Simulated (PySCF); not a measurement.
**Reading a saddle point**

A first-order saddle point of SiNH5, singlet, PBE0-D4/def2-TZVP, with one imaginary mode of 1383i cm⁻¹:

```xyz
7
angstrom
Si -0.5482 -0.0989 -0.0618
H 0.5050 -0.5547 1.2918
N 0.5840 0.9222 -0.6328
H 0.9281 0.0023 0.6664
H -1.6773 0.4035 0.7602
H -0.8623 -1.4858 -0.5150
H 1.0707 0.8113 -1.5088
```

Computed with PySCF 2.14 with density fitting (its default auxiliary sets; JK sets also for MP2 and CCSD(T)) (basis: def2-TZVPP and def2-QZVPP); correlated methods freeze the cores. Extrapolation: Hartree–Fock as exp(−7.88 √X), correlation as X^−2.97.

**Question.** Which contacts change along the imaginary mode, and what lies on either side? (Judge from chemistry; the calculation decides.)

**Answer.** By the calculation: The step is SiNH₅ ([NH2][SiH3]) → SiNH₃ ([NH][SiH2]) + H₂, with the molecules in contact on both sides. Shortening one way: H2–H4; lengthening the same way: Si1–H2, N3–H4.
| pair | one side (Å) | saddle (Å) | other side (Å) |
| --- | --- | --- | --- |
| H2–H4 | 2.88 | 0.94 | 0.75 |
| Si1–H2 | 1.49 | 1.77 | 3.34 |
| N3–H4 | 1.01 | 1.63 | 3.52 |

**Question.** Which side is lower, and how far does the saddle lie above each? (An estimate is asked for; the value comes from the calculation.)

**Answer.** Computed: The side with Si1–H2, N3–H4 short is lower by 56.14 kcal/mol; the saddle lies 83.54 kcal/mol above it and 27.40 kcal/mol above the other (CCSD(T) at an estimated basis limit (MP2 extrapolated from triple and quadruple zeta, plus CCSD(T) − MP2 in triple zeta); electronic energies).

No T1 diagnostic of these runs exceeds 0.020. The restricted Hartree–Fock reference is unstable towards an unrestricted one at one or more of these structures.

Labels in which every atom is bracketed show which atoms are joined, not bond orders.

For scale, one of the runs: CCSD(T)/def2-TZVPP, 143 basis functions, launched by `OMP_NUM_THREADS=4 python run.py`. Hardware: 4 CPU threads of an Arm Neoverse N1, shared host. Wall time 77 s; peak host memory 0.69 GiB.
